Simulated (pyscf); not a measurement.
Atom transfer: F–SiH₃ (SMILES F[SiH3]) + H• (SMILES [H]) -> SiH₃• (SMILES [SiH3]) + HF (SMILES F)

Gas phase, doublet surface, charge 0. Bonds broken: Si1–F2. Bonds formed: F2–H3. Single points on ωB97X-D3(BJ)/def2-SVP structures (PySCF, gas phase). Correlated levels are frozen-core, on RHF or UHF. ΔMP2 is the change of the MP2 total energy from the triple- to the quadruple-zeta basis.

Transition state (Å):

```xyz
6

Si    -0.8871     0.1361    -0.3168
F     -1.0405    -0.1459     1.6936
H     -0.3124    -0.8425     0.9185
H     -2.3442    -0.0258    -0.5368
H     -0.1782    -0.4375    -1.5140
H     -0.4551     1.5468    -0.1720
```

One imaginary mode, 744i cm⁻¹; descent along it reached the two sides named.

```csv
bond,change,reactant side (Å),saddle,product side
Si1–F2,breaks,1.627,2.036,3.0
F2–H3,forms,3.2,1.271,0.925
```

Electronic energies relative to the separated reactants (kcal/mol):

| level | barrier | reaction energy | reverse barrier |
|---|---|---|---|
| ωB97X-D3(BJ)/def2-TZVP | 34.7 | +15.5 | 19.2 |
| PBE/def2-TZVP | 26.0 | +11.1 | 14.9 |
| r²SCAN/def2-TZVP | 29.1 | +12.0 | 17.1 |
| B3LYP-D3(BJ)/def2-TZVP | 31.2 | +12.2 | 19.0 |
| PBE0-D3(BJ)/def2-TZVP | 31.3 | +11.7 | 19.6 |
| M06-2X/def2-TZVP | 38.9 | +14.2 | 24.8 |
| ωB97M-D3(BJ)/def2-TZVP | 35.1 | +14.8 | 20.4 |
| HF/def2-TZVP | 57.2 | +18.9 | 38.3 |
| MP2/def2-QZVPP | 42.3 | +15.8 | 26.6 |
| CCSD/def2-TZVPP | 39.5 | +10.8 | 28.6 |
| CCSD(T)/def2-TZVPP | 37.7 | +11.3 | 26.5 |
| CCSD(T)/def2-TZVPP + ΔMP2(QZVPP) | 37.6 | +11.8 | 25.8 |

With CCSD(T)/def2-TZVPP + ΔMP2(QZVPP) energies and thermal terms (ideal gas, 1 atm, RRHO with modes under 100 cm⁻¹ raised to 100, one conformer, R ln 2 for rigid chiral ones), in kcal/mol:

```
T (K)   ΔH‡   ΔG‡     ΔH     ΔG
-----  ----  ----  -----  -----
298    38.1  44.1  +14.3  +11.6
600    37.6  50.3  +13.9   +9.0
900    37.1  56.8  +13.2   +6.6
1200   36.7  63.4  +12.3   +4.6
```

At the saddle there is also a short H–Si contact that neither side keeps. The same reactants have a lower exit, to F–SiH₂• + H₂ (barrier +5.8 kcal/mol at ωB97M-D3(BJ), against +35.1 kcal/mol here). One saddle was located; it need not be the lowest between these sides. The angle at the transferred F is 55°: a side-on saddle, likely not the lowest. The CCSD(T) − MP2 part came from Ansatz, without density fitting, on the same reference.
